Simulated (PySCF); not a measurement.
**SiFCl: relaxation and vibrations of the singlet**

Aim: relax SiFCl as a singlet from a linear start, check by its vibrations whether the end is a minimum, and collect its spectrum and constants.

The runs use PySCF 2.14.0; PBE0, basis Si def2-TZVP, F def2-TZVP, Cl def2-TZVP, no relativity, density fitting.

**1. The system as given**

3 atoms, charge 0, spin multiplicity 1.

Bond lengths: Si1–F2 1.800 Å, Si1–Cl3 2.150 Å. Angles: F2–Si1–Cl3 180.0°.

Coordinates in bohr (charge 0 multiplicity 1):
```
Si    0.0000    0.0000    0.0000
F     0.0000    0.0000   -3.4015
Cl    0.0000    0.0000    4.0629
```

**2. Finding the electronic state**

The steps below are one call of a driver around PySCF. For each, scf.py gives the equivalent set-up of the SCF; relaxations use the driver's own optimiser. After this first run the driver tries any further starts and a stability analysis.

scf.py

```python
from pyscf import gto, scf, dft
mol = gto.M(atom='''
Si     0.000000     0.000000     0.000000
F      0.000000     0.000000    -1.800000
Cl     0.000000     0.000000     2.150000''',
    basis={'Si': 'def2-TZVP', 'F': 'def2-TZVP', 'Cl': 'def2-TZVP'},
    charge=0, spin=0)
mf = dft.RKS(mol, xc='PBE0')
mf.grids.atom_grid = (50, 194)
aux = {'Si': 'def2-universal-JKFIT', 'F': 'def2-universal-JKFIT', 'Cl': 'def2-universal-JKFIT'}
mf = mf.density_fit(auxbasis=aux)
mf.conv_tol = 1e-08
mf.diis_space = 10
mf.max_cycle = 60
mf.init_guess = 'minao'
mf.verbose = 4
mf.kernel()
```

Command:

```bash
OMP_NUM_THREADS=2 python axn.py task.json out
```

Further steps of the session: Relaxation: linear start, singlet; Is it a minimum? Harmonic modes; Downhill along the imaginary mode; Vibrations and properties at this point.

**Question.** What will these runs give? Wanted: minimum; geometry; wavenumbers; dipole moment; highest occupied, lowest empty level; polar-tensor charge of Si1; zero-point energy; atomisation energy.

**Answer**, as computed:

| quantity | value |
| --- | --- |
| minimum | singlet, Cs |
| geometry | Si–Cl 2.080 Å, Si–F 1.603 Å; Cl–Si–F 100.7° |
| wavenumbers (cm⁻¹) | 262 (a'), 525 (a'), 859 (a') |
| dipole moment | 1.03 D |
| highest occupied, lowest empty level | -7.98, -2.53 eV |
| polar-tensor charge of Si1 | +1.09 e |
| zero-point energy | 9.8 kJ/mol |
| entropy at 298.15 K | 275.2 J/(mol K) |
| atomisation energy (no zero-point energy) | 1029 kJ/mol |

In words: The linear start (C∞v) ends in a minimum of Cs symmetry, after a stop at a second-order saddle point 176.1 kJ/mol higher, from which it was pushed off along an imaginary mode. In the infrared the band at 525 cm⁻¹ (a', stretch) leads. Other starts or spin states, not run here, may lie lower.
